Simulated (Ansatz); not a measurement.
Input file:

```yaml
crystal:
  periodic: [false, false, false]
  atoms:
    - {symbol: Al, position_ang: [-0.098281, 0.000000, 0.000000]}
    - {symbol: H, position_ang: [-0.891205, 1.373384, 0.000000]}
    - {symbol: H, position_ang: [-0.891204, -1.373384, 0.000000]}
    - {symbol: H, position_ang: [1.487567, 0.000000, 0.000000]}
    - {symbol: H, position_ang: [2.925719, 0.000000, 0.000000]}
basis:
  gaussian: {orbitals: cc-pVTZ}
magnetization: {spin_polarized: true, initial_magnetization: 1}
correlation: {method: ccsd_t, electrons: outside_noble_gas}
```

```sh
$ ansatz run in.yaml --threads 1 --pin off --events-out ev --progress --plain --max-ram 2816MiB --backend cpu
```

Output:

```
515 factors; integrals over basis functions are off by at most 2.0e-3 eV
mean field evaluation 1: about -6641.8922 eV, gradient 7.9e0 eV
mean field evaluation 2: about -6641.8986 eV, gradient 7.9e0 eV
mean field evaluation 4: about -6643.0879 eV, gradient 1.3e0 eV
mean field evaluation 8: about -6643.1373 eV, gradient 1.6e-3 eV
mean field evaluation 16: about -6643.1277 eV, gradient 2.3e-1 eV
mean field -6643.13726688 eV, -244.1307916776 hartree, gradient 5.2e-6 eV, S^2 0.758689; 0 other end points of the search recorded, 0 dependent functions left out
5 core orbitals not correlated: weight in the atoms' cores, before any rotation towards them, 1.000 or more for the frozen orbitals, at most 0.000 for the correlated occupied ones
reference -6643.13726688 eV, -244.1307916776 hartree; 4, 3 occupied and 81, 82 virtual orbitals, 515 factors
second order -2.69717306 eV of doubles, -0.00000000 eV of singles
cycle   1  -3.17629794 eV  change   -4.8e-1 eV  update   5.4e-2
cycle   2  -3.38163056 eV  change   -2.1e-1 eV  update   2.1e-2
cycle   3  -3.39141895 eV  change   -9.8e-3 eV  update   6.8e-3
cycle   4  -3.39313762 eV  change   -1.7e-3 eV  update   3.2e-3
cycle   5  -3.39366171 eV  change   -5.2e-4 eV  update   1.5e-3
cycle   6  -3.39398789 eV  change   -3.3e-4 eV  update   5.1e-4
cycle   7  -3.39419112 eV  change   -2.0e-4 eV  update   1.7e-4
cycle   8  -3.39419104 eV  change    8.3e-8 eV  update   6.9e-5
cycle   9  -3.39416396 eV  change    2.7e-5 eV  update   3.0e-5
cycle  10  -3.39417124 eV  change   -7.3e-6 eV  update   1.0e-5
cycle  11  -3.39417318 eV  change   -1.9e-6 eV  update   3.6e-6
perturbative correction -0.05314724 eV, -0.0019531249 hartree
Total energy: -6646.58458729 eV, -244.2574783662 hartree
```

For the same geometry and basis UCCSDT(Q) lies 16.1 meV lower.

Ran on 1 thread of AMD EPYC 7R13, shared host: 2.7 s wall, 0.39 GiB peak host memory.
